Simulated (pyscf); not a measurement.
Optimised with ωB97X-D3(BJ)/def2-SVP in PySCF.

Q: What is the homolytic dissociation enthalpy (298 K, ωB97M-D3(BJ)/def2-TZVP) of the C–Te bond of H₃C–CH₂–Te–CH(CH₃)–CH₃ (SMILES CC[Te]C(C)C), to •H₂C–CH₃ + H₃C–CH(CH₃)–Te•?

A: C–Te to •H₂C–CH₃ + H₃C–CH(CH₃)–Te•: 2.37 eV. The 7 functionals that were run give +2.16 (M06-2X) to +2.57 eV (ωB97X-D3(BJ)/def2-TZVP). Other isomers of •H₂C–CH₃, H₃C–CH(CH₃)–Te• were not searched in full and may lie lower. Elements past Kr carry the def2 core potentials, without spin-orbit coupling.
